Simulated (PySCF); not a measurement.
## State search for O₂

Unrestricted PBE0; basis O pcseg-2; no relativity; PySCF 2.14. Outer shells of the fragments: O 2s2 2p4; O 2s2 2p4.

Followed along the bond (rough minima from three points):

```json
{"2Ms+1": "3", "unpaired": "π ↑↑", "⟨S²⟩ at the start": "2.01", "R at minimum (Å)": "1.20", "Te (eV)": "0.00"}
{"2Ms+1": "1", "unpaired": "π ↑↓", "⟨S²⟩ at the start": "1.01", "R at minimum (Å)": "1.20", "Te (eV)": "0.45"}
```

Solutions found at the starting distance of 1.200 Å, counted from the lowest of them; the search is not exhaustive and high or unbound solutions are not listed, so other states can lie among these:

```
2Ms+1  unpaired   term  E (eV)  ⟨S²⟩  ⟨Lz²⟩
    3      π ↑↑    ³Σ⁻    0.00  2.01   0.00
    1      π ↑↓  mixed    0.45  1.01   2.01
    1      none  mixed    1.77  0.00   2.00
    3      π ↑↑  mixed    6.35  2.01   2.01
    3  σ ↑, π ↑     ³Π    7.78  2.01   1.00
    1  σ ↓, π ↑  mixed    8.34  1.01   1.00
```

A term symbol is given only where ⟨S²⟩ and ⟨Lz²⟩ are close to those of a pure state; real π, δ and φ orbitals otherwise mix terms, and g/u labels are left off.

The measured ground state is X ³Σg- (Huber and Herzberg, Constants of Diatomic Molecules (1979)).

Counting both spins, an empty level lies below a filled one in some of these solutions, because spin and occupation are held.
